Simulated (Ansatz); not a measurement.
**SiH4: single points off equilibrium**

One table from this session's results is given with a row withheld; the runs are named, their logs left out.

The runs use Ansatz 0.2.0, Gaussian basis; single points in def2-TZVPP.

Correlated methods freeze the cores.

### The starting structure

5 atoms, charge 0, spin multiplicity 1.

Atoms are counted from 1 here; the program's logs count them from 0.

Bond lengths: Si1–H2 1.615 Å, Si1–H4 1.625 Å, Si1–H5 1.448 Å. Angles: H2–Si1–H4 109.1°, H2–Si1–H5 115.4°, H4–Si1–H5 101.3°.

As a file:

```
Si    0.2287    0.6157   -0.0589
H    -0.1919   -0.4775   -1.1710
H    -0.3334   -1.1442   -0.3114
H    -1.0700    0.9751    0.8501
H     1.1603    0.1497    0.9475
```

The first run:

File run/in.yaml:

```yaml
crystal:
  periodic: [false, false, false]
  atoms:
    - {symbol: Si, position_ang: [0.228700, 0.615700, -0.058900]}
    - {symbol: H, position_ang: [-0.191900, -0.477500, -1.171000]}
    - {symbol: H, position_ang: [-0.333400, -1.144200, -0.311400]}
    - {symbol: H, position_ang: [-1.070000, 0.975100, 0.850100]}
    - {symbol: H, position_ang: [1.160300, 0.149700, 0.947500]}
basis:
  gaussian: {orbitals: def2-TZVPP}
correlation: {method: ccsd_t}
output: {forces: true}
```

No record of the launch command was kept for these runs.

Steps of the session up to this table: CCSD(T)/def2-TZVPP; PBE0-D4/def2-TZVPP; wB97M-V/def2-TZVPP; r2SCAN-D4/def2-TZVPP; PBE-D4/def2-TZVPP; wB97X-V/def2-TZVPP; SPW92/def2-TZVPP.

One of the session's tables, all rows but one given; the rest of the session is left out.

| method | RMS force component (eV/Å) | angle to CCSD(T) forces (°) | dipole (D) |
| --- | --- | --- | --- |
| CCSD(T) | 0.867 | reference | 0.67 |
| PBE0-D4 | ? | ? | ? |
| wB97M-V | 0.903 | 6.4 | 0.72 |
| r2SCAN-D4 | 0.855 | 4.6 | 0.66 |
| PBE-D4 | 0.807 | 10.0 | 0.62 |
| wB97X-V | 0.915 | 6.5 | 0.74 |
| SPW92 | 0.815 | 11.7 | 0.64 |

Q: Estimate the row for PBE0-D4 from the others.

The run gave: RMS force component (eV/Å): 0.867; angle to CCSD(T) forces (°): 3.5; dipole (D): 0.68.
